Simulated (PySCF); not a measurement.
Simulated P 1s region for `CO/C=P/P`, binding energy against the vacuum level.

Every computed line was given a Gaussian of 1.0 eV full width at half maximum and an area set by the number of equivalent atoms; the highest printed point is 100. Level of theory: delta-SCF UKS SCAN, pcX-2 on the ionised atom, pcseg-1 elsewhere, spin-free X2C (PySCF).

```csv
binding energy (eV),intensity
2147.6,0
2147.7,0
2147.8,1
2147.9,1
2148.0,3
2148.1,5
2148.2,8
2148.3,13
2148.4,20
2148.5,28
2148.6,38
2148.7,50
2148.8,61
2148.9,72
2149.0,82
2149.1,90
2149.2,95
2149.3,99
2149.4,100
2149.5,99
2149.6,97
2149.7,92
2149.8,86
2149.9,77
2150.0,66
2150.1,55
2150.2,43
2150.3,33
2150.4,23
2150.5,16
2150.6,10
2150.7,6
2150.8,4
2150.9,2
2151.0,1
2151.1,1
2151.2,0
```

Q: How many maxima does the curve show, and how many computed lines lie under it?

A: The curve has 1 maximum (at 2149.4 eV). Under it lie 2 lines from 2 inequivalent phosphorus sites. At this width some lines have no maximum of their own.

Q: Decompose the envelope and assign each component. Numbering: `[CH3:1][O:2]/[CH:3]=[P:4]/[PH2:5]`.

A: 
```tsv
position (eV)	relative area	line	atoms	environment
2149.08	1	P 1s	P4	phosphorus bonded to C and P
2149.77	1	P 1s	P5	three-coordinate phosphorus
```

Q: Above which line width would these two lines show one maximum?

A: Two equal Gaussians merge once their distance is under 2σ = FWHM/1.177. With 0.69 eV between them that is a full width over 0.81 eV.

The listed P 1s values span 0.69 eV, from P4 (bonded to C (double bond) and P) to P5 (bonded to 2 H and P).

Shake-up satellites, vibrational structure and lifetime widths aren't simulated. Isolated species at its GFN2-xTB geometry (one conformer only).

Cost: about 2.4 min of CPU time on one thread; the machine was shared, so the figure is rough.

The values belong to the conformer `[CH3:1][O:2]/[CH:3]=[P:4]/[PH2:5]`: C1–O2–C3–P4 0°, H–P5–P4–C3 -136°, H–P5–P4–C3 132°.
